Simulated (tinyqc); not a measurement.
Inside a calculation (part 1 of 2). Method: MP2 on RHF in the sto-3g basis, frozen core, for BH3, spin multiplicity 1. Computed by tinyqc, a small Python program that keeps every step (integrals from PySCF). Settings: charge = 0, multiplicity = 1, basis = sto-3g, method = RHF, frozen orbitals = 1, energy threshold = 1e-10, iteration cap = 73, orthogonalisation = symmetric, start = Wolfsberg-Helmholz matrix, DIIS depth = 6. Command: `OMP_NUM_THREADS=1 python tinyqc.py 28832 28833 out.jsonl` (the two numbers bound the seeds that draw the settings). One thread of a shared host (Intel(R) Xeon(R) Processor @ 2.60GHz), about 0.1 s of CPU time with the checks. Later iterations appear only in the table of the cycle.

## One-electron integrals

Geometry (angstrom):

| atom | x | y | z |
|---|---|---|---|
| B | 0.00000 | 0.00000 | 0.01000 |
| H | 1.11600 | 0.00000 | 0.00000 |
| H | -0.55800 | 0.96600 | 0.00000 |
| H | -0.55800 | -0.96600 | 0.00000 |

Basis sto-3g: exponents (1/bohr^2) and contraction coefficients of normalised primitives:

| element | l (shell) | exponent | coefficient |
|---|---|---|---|
| B | s (1) | 48.79111 | 0.15433 |
| B | s (1) | 8.88736 | 0.53533 |
| B | s (1) | 2.40527 | 0.44463 |
| B | s (2) | 2.23696 | -0.09997 |
| B | s (2) | 0.51982 | 0.39951 |
| B | s (2) | 0.16906 | 0.70012 |
| B | p (3) | 2.23696 | 0.15592 |
| B | p (3) | 0.51982 | 0.60768 |
| B | p (3) | 0.16906 | 0.39196 |
| H | s (1) | 3.42525 | 0.15433 |
| H | s (1) | 0.62391 | 0.53533 |
| H | s (1) | 0.16886 | 0.44463 |

Overlap, kinetic and nuclear-attraction integrals over the contracted functions; the nuclear repulsion is the sum of Za Zb / Rab.

nuclear repulsion = 7.9355918 hartree

overlap S, lower triangle:
```
          1B 1s    1B 2s    1B 2px    1B 2py    1B 2pz    2H 1s    3H 1s    4H 1s
1B 1s   1.00000
1B 2s   0.26933  1.00000
1B 2px  0.00000  0.00000   1.00000
1B 2py  0.00000  0.00000   0.00000   1.00000
1B 2pz  0.00000  0.00000   0.00000   0.00000   1.00000
2H 1s   0.07875  0.51464   0.51192   0.00000  -0.00459  1.00000
3H 1s   0.07882  0.51486  -0.25612   0.44339  -0.00459  0.13300  1.00000
4H 1s   0.07882  0.51486  -0.25612  -0.44339  -0.00459  0.13300  0.13316  1.00000
```

kinetic energy T (hartree), lower triangle:
```
           1B 1s    1B 2s    1B 2px    1B 2py    1B 2pz     2H 1s     3H 1s    4H 1s
1B 1s   10.82630
1B 2s   -0.04797  0.35917
1B 2px   0.00000  0.00000   1.12388
1B 2py   0.00000  0.00000   0.00000   1.12388
1B 2pz   0.00000  0.00000   0.00000   0.00000   1.12388
2H 1s   -0.01247  0.10802   0.26877   0.00000  -0.00241   0.76003
3H 1s   -0.01245  0.10813  -0.13455   0.23293  -0.00241  -0.00915   0.76003
4H 1s   -0.01245  0.10813  -0.13455  -0.23293  -0.00241  -0.00915  -0.00914  0.76003
```

nuclear attraction V (hartree), lower triangle:
```
            1B 1s     1B 2s    1B 2px    1B 2py    1B 2pz     2H 1s     3H 1s     4H 1s
1B 1s   -24.57021
1B 2s    -3.52257  -5.12761
1B 2px    0.00002   0.00015  -5.16527
1B 2py    0.00000   0.00000   0.00000  -5.16525
1B 2pz    0.00057   0.00473   0.00000   0.00000  -4.96271
2H 1s    -1.04133  -2.36393  -2.22459   0.00000   0.02102  -4.09856
3H 1s    -1.04236  -2.36531   1.11323  -1.92712   0.02104  -0.59615  -4.09946
4H 1s    -1.04236  -2.36531   1.11323   1.92712   0.02104  -0.59615  -0.59687  -4.09946
```

core Hamiltonian H = T + V (hartree), lower triangle:
```
            1B 1s     1B 2s    1B 2px    1B 2py    1B 2pz     2H 1s     3H 1s     4H 1s
1B 1s   -13.74390
1B 2s    -3.57053  -4.76844
1B 2px    0.00002   0.00015  -4.04139
1B 2py    0.00000   0.00000   0.00000  -4.04137
1B 2pz    0.00057   0.00473   0.00000   0.00000  -3.83883
2H 1s    -1.05380  -2.25591  -1.95583   0.00000   0.01862  -3.33853
3H 1s    -1.05481  -2.25717   0.97868  -1.69420   0.01863  -0.60531  -3.33943
4H 1s    -1.05481  -2.25717   0.97868   1.69420   0.01863  -0.60531  -0.60601  -3.33943
```

## Two-electron integrals

Functions are numbered as in S; the eight-fold symmetry (ij|kl) = (ji|kl) = (kl|ij) leaves the list below.

Two-electron integrals (ij|kl) in chemists' order, unique and non-zero (hartree):
```
(11|11) 2.92351     (21|11) 0.51838     (21|21) 0.10926     (22|11) 0.74423
(22|21) 0.19318     (22|22) 0.54480     (31|31) 0.02026     (32|31) 0.03000
(32|32) 0.12035     (33|11) 0.74249     (33|21) 0.19324     (33|22) 0.54468
(33|33) 0.58677     (41|41) 0.02026     (42|41) 0.03000     (42|42) 0.12035
(43|43) 0.03163     (44|11) 0.74249     (44|21) 0.19324     (44|22) 0.54468
(44|33) 0.52351     (44|44) 0.58677     (51|51) 0.02026     (52|51) 0.03000
(52|52) 0.12035     (53|53) 0.03163     (54|54) 0.03163     (55|11) 0.74249
(55|21) 0.19324     (55|22) 0.54468     (55|33) 0.52351     (55|44) 0.52351
(55|55) 0.58677     (61|11) 0.15183     (61|21) 0.03185     (61|22) 0.05635
(61|31) 0.00236     (61|32) 0.00428     (61|33) 0.05693     (61|44) 0.05607
(61|51) -2.11e-05   (61|52) -3.83e-05   (61|53) -7.76e-06   (61|55) 0.05607
(61|61) 0.00959     (62|11) 0.31828     (62|21) 0.08363     (62|22) 0.25397
(62|31) 0.00922     (62|32) 0.05268     (62|33) 0.26727     (62|44) 0.24721
(62|51) -0.00008    (62|52) -0.00047    (62|53) -0.00018    (62|55) 0.24721
(62|61) 0.02593     (62|62) 0.15428     (63|11) 0.28073     (63|21) 0.07483
(63|22) 0.23985     (63|31) 0.01624     (63|32) 0.08639     (63|33) 0.26523
(63|44) 0.22704     (63|51) -0.00006    (63|52) -0.00041    (63|53) -0.00025
(63|55) 0.22704     (63|61) 0.02452     (63|62) 0.17133     (63|63) 0.20499
(64|41) 0.00900     (64|42) 0.04032     (64|43) 0.01026     (64|54) -0.00009
(64|64) 0.01861     (65|11) -0.00252    (65|21) -0.00067    (65|22) -0.00215
(65|31) -0.00006    (65|32) -0.00041    (65|33) -0.00219    (65|44) -0.00203
(65|51) 0.00900     (65|52) 0.04032     (65|53) 0.01026     (65|55) -0.00222
(65|61) -0.00022    (65|62) -0.00154    (65|63) -0.00167    (65|65) 0.01862
(66|11) 0.46396     (66|21) 0.12424     (66|22) 0.42236     (66|31) 0.01816
(66|32) 0.13228     (66|33) 0.47256     (66|44) 0.39706     (66|51) -0.00016
(66|52) -0.00119    (66|53) -0.00068    (66|55) 0.39706     (66|61) 0.03952
(66|62) 0.31444     (66|63) 0.38205     (66|65) -0.00342    (66|66) 0.77461
(71|11) 0.15198     (71|21) 0.03188     (71|22) 0.05640     (71|31) -0.00118
(71|32) -0.00214    (71|33) 0.05634     (71|41) 0.00204     (71|42) 0.00371
(71|43) -0.00038    (71|44) 0.05677     (71|51) -2.12e-05   (71|52) -3.84e-05
(71|53) 3.89e-06    (71|54) -6.73e-06   (71|55) 0.05612     (71|61) 0.00915
(71|62) 0.02373     (71|63) 0.02065     (71|64) 0.00104     (71|65) -0.00020
(71|66) 0.03491     (71|71) 0.00961     (72|11) 0.31847     (72|21) 0.08368
(72|22) 0.25410     (72|31) -0.00461    (72|32) -0.02636    (72|33) 0.25236
(72|41) 0.00799     (72|42) 0.04563     (72|43) -0.00869    (72|44) 0.26239
(72|51) -0.00008    (72|52) -0.00047    (72|53) 0.00009     (72|54) -0.00016
(72|55) 0.24734     (72|61) 0.02372     (72|62) 0.10770     (72|63) 0.09421
(72|64) 0.01293     (72|65) -0.00105    (72|66) 0.17178     (72|71) 0.02597
(72|72) 0.15443     (73|11) -0.14048    (73|21) -0.03744    (73|22) -0.12001
(73|31) 0.01082     (73|32) 0.05188     (73|33) -0.12608    (73|41) -0.00314
(73|42) -0.01996    (73|43) 0.01272     (73|44) -0.12024    (73|51) 3.25e-05
(73|52) 0.00021     (73|53) -0.00013    (73|54) 0.00007     (73|55) -0.11360
(73|61) -0.00942    (73|62) -0.03591    (73|63) -0.02072    (73|64) -0.00314
(73|65) 0.00034     (73|66) -0.04671    (73|71) -0.01228    (73|72) -0.08576
(73|73) 0.06529     (74|11) 0.24319     (74|21) 0.06482     (74|22) 0.20777
(74|31) -0.00314    (74|32) -0.01996    (74|33) 0.20050     (74|41) 0.01444
(74|42) 0.07490     (74|43) -0.01177    (74|44) 0.22592     (74|51) -0.00006
(74|52) -0.00036    (74|53) 0.00007     (74|54) -0.00021    (74|55) 0.19667
(74|61) 0.01839     (74|62) 0.08803     (74|63) 0.07651     (74|64) 0.02166
(74|65) -0.00084    (74|66) 0.14012     (74|71) 0.02126     (74|72) 0.14847
(74|73) -0.08078    (74|74) 0.15846     (75|11) -0.00252    (75|21) -0.00067
(75|22) -0.00215    (75|31) 3.25e-05    (75|32) 0.00021     (75|33) -0.00208
(75|41) -0.00006    (75|42) -0.00036    (75|43) 0.00007     (75|44) -0.00215
(75|51) 0.00901     (75|52) 0.04035     (75|53) -0.00513    (75|54) 0.00889
(75|55) -0.00222    (75|61) -0.00020    (75|62) -0.00105    (75|63) -0.00089
(75|64) -0.00012    (75|65) 0.01201     (75|66) -0.00176    (75|71) -0.00022
(75|72) -0.00154    (75|73) 0.00084     (75|74) -0.00145    (75|75) 0.01864
(76|11) 0.08040     (76|21) 0.02110     (76|22) 0.06453     (76|31) 0.00098
(76|32) 0.00563     (76|33) 0.06518     (76|41) 0.00170     (76|42) 0.00974
(76|43) 0.00039     (76|44) 0.06564     (76|51) -3.53e-05   (76|52) -0.00020
(76|53) -2.81e-05   (76|54) -4.87e-05   (76|55) 0.06272     (76|61) 0.00632
(76|62) 0.03410     (76|63) 0.03493     (76|64) 0.00366     (76|65) -0.00037
(76|66) 0.06341     (76|71) 0.00632     (76|72) 0.03412     (76|73) -0.01431
(76|74) 0.03209     (76|75) -0.00037    (76|76) 0.00922     (77|11) 0.46412
(77|21) 0.12428     (77|22) 0.42246     (77|31) -0.00909    (77|32) -0.06618
(77|33) 0.41604     (77|41) 0.01574     (77|42) 0.11457     (77|43) -0.03271
(77|44) 0.45377     (77|51) -0.00016    (77|52) -0.00119    (77|53) 0.00034
(77|54) -0.00059    (77|55) 0.39716     (77|61) 0.03488     (77|62) 0.17173
(77|63) 0.14468     (77|64) 0.02963     (77|65) -0.00176    (77|66) 0.27261
(77|71) 0.03957     (77|72) 0.31460     (77|73) -0.19117    (77|74) 0.33095
(77|75) -0.00343    (77|76) 0.06341     (77|77) 0.77461     (81|11) 0.15198
(81|21) 0.03188     (81|22) 0.05640     (81|31) -0.00118    (81|32) -0.00214
(81|33) 0.05634     (81|41) -0.00204    (81|42) -0.00371    (81|43) 0.00038
(81|44) 0.05677     (81|51) -2.12e-05   (81|52) -3.84e-05   (81|53) 3.89e-06
(81|54) 6.73e-06    (81|55) 0.05612     (81|61) 0.00915     (81|62) 0.02373
(81|63) 0.02065     (81|64) -0.00104    (81|65) -0.00020    (81|66) 0.03491
(81|71) 0.00916     (81|72) 0.02374     (81|73) -0.01123    (81|74) 0.01737
(81|75) -0.00020    (81|76) 0.00588     (81|77) 0.03492     (81|81) 0.00961
(82|11) 0.31847     (82|21) 0.08368     (82|22) 0.25410     (82|31) -0.00461
(82|32) -0.02636    (82|33) 0.25236     (82|41) -0.00799    (82|42) -0.04563
(82|43) 0.00869     (82|44) 0.26239     (82|51) -0.00008    (82|52) -0.00047
(82|53) 0.00009     (82|54) 0.00016     (82|55) 0.24734     (82|61) 0.02372
(82|62) 0.10770     (82|63) 0.09421     (82|64) -0.01293    (82|65) -0.00105
(82|66) 0.17178     (82|71) 0.02374     (82|72) 0.10777     (82|73) -0.05836
(82|74) 0.07514     (82|75) -0.00105    (82|76) 0.02580     (82|77) 0.17184
(82|81) 0.02597     (82|82) 0.15443     (83|11) -0.14048    (83|21) -0.03744
(83|22) -0.12001    (83|31) 0.01082     (83|32) 0.05188     (83|33) -0.12608
(83|41) 0.00314     (83|42) 0.01996     (83|43) -0.01272    (83|44) -0.12024
(83|51) 3.25e-05    (83|52) 0.00021     (83|53) -0.00013    (83|54) -0.00007
(83|55) -0.11360    (83|61) -0.00942    (83|62) -0.03591    (83|63) -0.02072
(83|64) 0.00314     (83|65) 0.00034     (83|66) -0.04671    (83|71) -0.01123
(83|72) -0.05836    (83|73) 0.04290     (83|74) -0.03985    (83|75) 0.00055
(83|76) -0.01077    (83|77) -0.09810    (83|81) -0.01228    (83|82) -0.08576
(83|83) 0.06529     (84|11) -0.24319    (84|21) -0.06482    (84|22) -0.20777
(84|31) 0.00314     (84|32) 0.01996     (84|33) -0.20050    (84|41) 0.01444
(84|42) 0.07490     (84|43) -0.01177    (84|44) -0.22592    (84|51) 0.00006
(84|52) 0.00036     (84|53) -0.00007    (84|54) -0.00021    (84|55) -0.19667
(84|61) -0.01839    (84|62) -0.08803    (84|63) -0.07651    (84|64) 0.02166
(84|65) 0.00084     (84|66) -0.14012    (84|71) -0.01737    (84|72) -0.07514
(84|73) 0.03985     (84|74) -0.04188    (84|75) 0.00071     (84|76) -0.01865
(84|77) -0.11051    (84|81) -0.02126    (84|82) -0.14847    (84|83) 0.08078
(84|84) 0.15846     (85|11) -0.00252    (85|21) -0.00067    (85|22) -0.00215
(85|31) 3.25e-05    (85|32) 0.00021     (85|33) -0.00208    (85|41) 0.00006
(85|42) 0.00036     (85|43) -0.00007    (85|44) -0.00215    (85|51) 0.00901
(85|52) 0.04035     (85|53) -0.00513    (85|54) -0.00889    (85|55) -0.00222
(85|61) -0.00020    (85|62) -0.00105    (85|63) -0.00089    (85|64) 0.00012
(85|65) 0.01201     (85|66) -0.00176    (85|71) -0.00020    (85|72) -0.00105
(85|73) 0.00055     (85|74) -0.00071    (85|75) 0.01202     (85|76) -0.00027
(85|77) -0.00176    (85|81) -0.00022    (85|82) -0.00154    (85|83) 0.00084
(85|84) 0.00145     (85|85) 0.01864     (86|11) 0.08040     (86|21) 0.02110
(86|22) 0.06453     (86|31) 0.00098     (86|32) 0.00563     (86|33) 0.06518
(86|41) -0.00170    (86|42) -0.00974    (86|43) -0.00039    (86|44) 0.06564
(86|51) -3.53e-05   (86|52) -0.00020    (86|53) -2.81e-05   (86|54) 4.87e-05
(86|55) 0.06272     (86|61) 0.00632     (86|62) 0.03410     (86|63) 0.03493
(86|64) -0.00366    (86|65) -0.00037    (86|66) 0.06341     (86|71) 0.00588
(86|72) 0.02580     (86|73) -0.01077    (86|74) 0.01865     (86|75) -0.00027
(86|76) 0.00736     (86|77) 0.04018     (86|81) 0.00632     (86|82) 0.03412
(86|83) -0.01431    (86|84) -0.03209    (86|85) -0.00037    (86|86) 0.00922
(87|11) 0.08049     (87|21) 0.02113     (87|22) 0.06461     (87|31) -0.00197
(87|32) -0.01127    (87|33) 0.06594     (87|44) 0.06503     (87|51) -3.53e-05
(87|52) -0.00020    (87|53) 0.00006     (87|55) 0.06280     (87|61) 0.00588
(87|62) 0.02581     (87|63) 0.02156     (87|65) -0.00027    (87|66) 0.04022
(87|71) 0.00633     (87|72) 0.03416     (87|73) -0.02067    (87|74) 0.02847
(87|75) -0.00037    (87|76) 0.00737     (87|77) 0.06350     (87|81) 0.00633
(87|82) 0.03416     (87|83) -0.02067    (87|84) -0.02847    (87|85) -0.00037
(87|86) 0.00737     (87|87) 0.00925     (88|11) 0.46412     (88|21) 0.12428
(88|22) 0.42246     (88|31) -0.00909    (88|32) -0.06618    (88|33) 0.41604
(88|41) -0.01574    (88|42) -0.11457    (88|43) 0.03271     (88|44) 0.45377
(88|51) -0.00016    (88|52) -0.00119    (88|53) 0.00034     (88|54) 0.00059
(88|55) 0.39716     (88|61) 0.03488     (88|62) 0.17173     (88|63) 0.14468
(88|64) -0.02963    (88|65) -0.00176    (88|66) 0.27261     (88|71) 0.03492
(88|72) 0.17184     (88|73) -0.09810    (88|74) 0.11051     (88|75) -0.00176
(88|76) 0.04018     (88|77) 0.27271     (88|81) 0.03957     (88|82) 0.31460
(88|83) -0.19117    (88|84) -0.33095    (88|85) -0.00343    (88|86) 0.06341
(88|87) 0.06350     (88|88) 0.77461
```

## Orthogonalisation

S = U s U^T; symmetric (Loewdin) form X = U s^(-1/2) U^T, so that X^T S X = 1.

eigenvalues of S: 0.21374  0.30285  0.30291  0.94669  1.00010  1.56400  1.56414  2.10557

X, lower triangle:
```
           1B 1s     1B 2s    1B 2px    1B 2py   1B 2pz     2H 1s     3H 1s    4H 1s
1B 1s    1.03365
1B 2s   -0.18610   1.54932
1B 2px   0.00001  -0.00028   1.25464
1B 2py   0.00000   0.00000   0.00000   1.25466
1B 2pz   0.00039  -0.00454   0.00000   0.00000  1.00004
2H 1s    0.02791  -0.40488  -0.41287   0.00000  0.00354   1.34000
3H 1s    0.02791  -0.40528   0.20667  -0.35774  0.00355  -0.02173   1.34041
4H 1s    0.02791  -0.40528   0.20667   0.35774  0.00355  -0.02173  -0.02168  1.34041
```

## Starting guess

The start is the generalised Wolfsberg-Helmholz matrix (K = 1.75) built on H; D = 2 C_occ C_occ^T.

D at the start, lower triangle:
```
           1B 1s     1B 2s    1B 2px    1B 2py    1B 2pz    2H 1s    3H 1s    4H 1s
1B 1s    2.04850
1B 2s   -0.10611   0.60407
1B 2px  -0.00004   0.00021   0.88903
1B 2py   0.00000   0.00000   0.00000   0.88899
1B 2pz   0.00191  -0.00475   0.00000   0.00000   0.00004
2H 1s   -0.17822   0.29510   0.49241   0.00000  -0.00239  0.42464
3H 1s   -0.17825   0.29506  -0.24615   0.42645  -0.00239  0.01565  0.42477
4H 1s   -0.17825   0.29506  -0.24615  -0.42645  -0.00239  0.01565  0.01563  0.42477
```

## Iteration 1: building the Fock matrix

J_ij = sum D_kl (ij|kl), K_ij = sum D_kl (ik|jl); F = H + J - 0.5 K; E = tr D H + tr D J / 2 - 0.25 tr D K + E_nn.

Coulomb J (hartree), lower triangle:
```
           1B 1s     1B 2s    1B 2px    1B 2py    1B 2pz    2H 1s    3H 1s    4H 1s
1B 1s    9.47832
1B 2s    1.99448   4.42376
1B 2px  -0.00001  -0.00007   4.47885
1B 2py   0.00000   0.00000   0.00000   4.47883
1B 2pz  -0.00086  -0.00515   0.00000   0.00000   4.30053
2H 1s    0.58392   2.07370   1.97141   0.00000  -0.01892  3.52875
3H 1s    0.58449   2.07485  -0.98648   1.70774  -0.01894  0.52610  3.52956
4H 1s    0.58449   2.07485  -0.98648  -1.70774  -0.01894  0.52610  0.52673  3.52956
```

exchange K (hartree), lower triangle:
```
          1B 1s     1B 2s    1B 2px    1B 2py    1B 2pz    2H 1s    3H 1s    4H 1s
1B 1s   5.89486
1B 2s   1.13327   1.44872
1B 2px  0.00000  -0.00008   1.30593
1B 2py  0.00000   0.00000   0.00000   1.30594
1B 2pz  0.00025  -0.00965   0.00000   0.00000   0.28111
2H 1s   0.33762   0.83505   0.80611   0.00000  -0.00729  1.20251
3H 1s   0.33795   0.83541  -0.40330   0.69823  -0.00729  0.24028  1.20296
4H 1s   0.33795   0.83541  -0.40330  -0.69823  -0.00729  0.24028  0.24056  1.20296
```

Fock matrix F (hartree), lower triangle:
```
           1B 1s     1B 2s    1B 2px    1B 2py   1B 2pz     2H 1s     3H 1s     4H 1s
1B 1s   -7.21301
1B 2s   -2.14269  -1.06904
1B 2px   0.00001   0.00012  -0.21550
1B 2py   0.00000   0.00000   0.00000  -0.21550
1B 2pz  -0.00042   0.00440   0.00000   0.00000  0.32114
2H 1s   -0.63869  -0.59973  -0.38747   0.00000  0.00334  -0.41103
3H 1s   -0.63929  -0.60003   0.19385  -0.33558  0.00334  -0.19934  -0.41134
4H 1s   -0.63929  -0.60003   0.19385   0.33558  0.00334  -0.19934  -0.19956  -0.41134
```

total energy of this density = -25.9837268 hartree

## Iteration 1: diagonalisation and new density

Diagonalise F' = X^T F X, C = X C', fill 4 alpha and 4 beta electrons from the bottom; D = 2 C_occ C_occ^T. Each column has its largest component positive (the first on a tie).

F' = X^T F X (hartree), lower triangle:
```
          1         2         3         4        5         6         7        8
1  -7.01309
2  -1.18304  -0.00890
3  -0.00001  -0.00018   0.20905
4   0.00000   0.00000   0.00000   0.20904
5  -0.00032  -0.00182   0.00000   0.00000  0.32121
6  -0.10249  -0.44479  -0.53040   0.00000  0.00412   0.13459
7  -0.10272  -0.44510   0.26538  -0.45946  0.00412  -0.07123   0.13476
8  -0.10272  -0.44510   0.26538   0.45946  0.00412  -0.07123  -0.07123  0.13476
```

orbital energies (hartree): MO1 -7.22016, MO2 -0.64147, MO3 -0.44229, MO4 -0.44227, MO5 0.32115, MO6 0.83193, MO7 0.85723, MO8 0.85730

coefficients C:
```
             MO1       MO2       MO3       MO4       MO5       MO6       MO7       MO8
1B 1s    0.98948  -0.23033  -0.00008   0.00000  -0.00386  -0.27065   0.00373   0.00000
1B 2s    0.04453   0.50491   0.00029   0.00000   0.01702   1.63393  -0.02302   0.00000
1B 2px  -0.00001  -0.00019   0.52796   0.00000   0.00000   0.01681   1.24539   0.00000
1B 2py   0.00000   0.00000   0.00000   0.52798   0.00000   0.00000   0.00000   1.24554
1B 2pz  -0.00007  -0.00277   0.00000   0.00000   0.99988  -0.01931   0.00027   0.00000
2H 1s   -0.00832   0.29377   0.49566   0.00000  -0.00464  -0.81392  -1.06640   0.00000
3H 1s   -0.00833   0.29404  -0.24765   0.42918  -0.00464  -0.79202   0.55006  -0.93350
4H 1s   -0.00833   0.29404  -0.24765  -0.42918  -0.00464  -0.79202   0.55006   0.93350
```

D after iteration 1, lower triangle:
```
           1B 1s     1B 2s    1B 2px    1B 2py    1B 2pz     2H 1s     3H 1s    4H 1s
1B 1s    2.06423
1B 2s   -0.14448   0.51384
1B 2px   0.00000   0.00011   0.55749
1B 2py   0.00000   0.00000   0.00000   0.55753
1B 2pz   0.00114  -0.00280   0.00000   0.00000   0.00002
2H 1s   -0.15188   0.29620   0.52327   0.00000  -0.00163   0.66411
3H 1s   -0.15190   0.29605  -0.26161   0.45320  -0.00163  -0.07260   0.66412
4H 1s   -0.15190   0.29605  -0.26161  -0.45320  -0.00163  -0.07260  -0.07268  0.66412
```
